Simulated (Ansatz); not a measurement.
## Ansatz (development build ahead of 0.2.0) run

```yaml
crystal:
  periodic: [false, false, false]
  atoms:
    - { symbol: C, position_ang: [-0.00209, 0.00591, -0.73117] }
    - { symbol: C, position_ang: [-0.00123, 0.00992, 0.72298] }
    - { symbol: H, position_ang: [-0.0097, -0.93447, -1.30109] }
    - { symbol: H, position_ang: [0.00217, 0.92401, -1.29786] }
    - { symbol: H, position_ang: [-0.92799, 0.00882, 1.30378] }
    - { symbol: H, position_ang: [0.93429, 0.00539, 1.31083] }
basis:
  gaussian: { orbitals: cc-pVTZ }
magnetization:
  spin_polarized: true
  initial_magnetization: 2
hamiltonian:
  xc: hf
```

The input is written out in the form of the current development build from the run's settings.

Output:

| Item | Value |
| --- | --- |
| Converged | yes |
| Total energy | -77.99370 hartree |
| Spin squared of the determinant | 2.014 |

Caution: another spin multiplicity may lie lower.
